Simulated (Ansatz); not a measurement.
# CH4NO: the cost of one run

Method: PBE0-D4/def2-SVP; program: Ansatz 0.2.0, Gaussian basis.

### 1 The system as given

The start, a pair relaxed at PBE0-D4: SMILES `[OH3+].C#N`, 7 atoms, charge 1, spin multiplicity 1.

Atoms are counted from 1 here; the program's logs count them from 0.

Bond lengths: O1–H2 0.967 Å, O1–H3 1.165 Å, O1–H4 0.967 Å, H3–N6 1.297 Å, C5–N6 1.136 Å, C5–H7 1.076 Å. Angles: H2–O1–H3 116.9°, H2–O1–H4 110.1°, H3–O1–H4 116.9°, O1–H3–N6 176.6°, N6–C5–H7 180.0°, H3–N6–C5 178.7°.

Coordinates:

```xyz
7
CH4NO
O    -0.65618    0.21404   -1.41232
H    -1.61457    0.34474   -1.42856
H    -0.16585    0.03856   -0.37069
H    -0.22320    0.85044   -1.99833
C     0.89533   -0.48705    1.75397
N     0.39704   -0.22926    0.76616
H     1.36743   -0.73146    2.68977
```

### 2 Dynamics

md/in.yaml reads:

```yaml
crystal:
  periodic: [false, false, false]
  atoms:
    - {symbol: O, position_ang: [-0.656177, 0.214039, -1.412323]}
    - {symbol: H, position_ang: [-1.614574, 0.344739, -1.428559]}
    - {symbol: H, position_ang: [-0.165849, 0.038558, -0.370688]}
    - {symbol: H, position_ang: [-0.223204, 0.850437, -1.998329]}
    - {symbol: C, position_ang: [0.895333, -0.487048, 1.753968]}
    - {symbol: N, position_ang: [0.397037, -0.229265, 0.766161]}
    - {symbol: H, position_ang: [1.367434, -0.731461, 2.689771]}
basis:
  gaussian: {orbitals: def2-SVP}
total_charge: 1
hamiltonian: {xc: pbe0, dispersion: d4}
md: {n_steps: 60, timestep: 0.75, temperature: 500, ensemble: nve, seed: 330, initial_velocities: maxwell_boltzmann}
```

On the command line:

```
$ ansatz run in.yaml --threads 2 --pin off --events-out ev --progress --plain --max-ram 5222MiB
```

**Question.** How long does this run take on 2 threads of Arm Neoverse V1, shared host?

About 42 s.
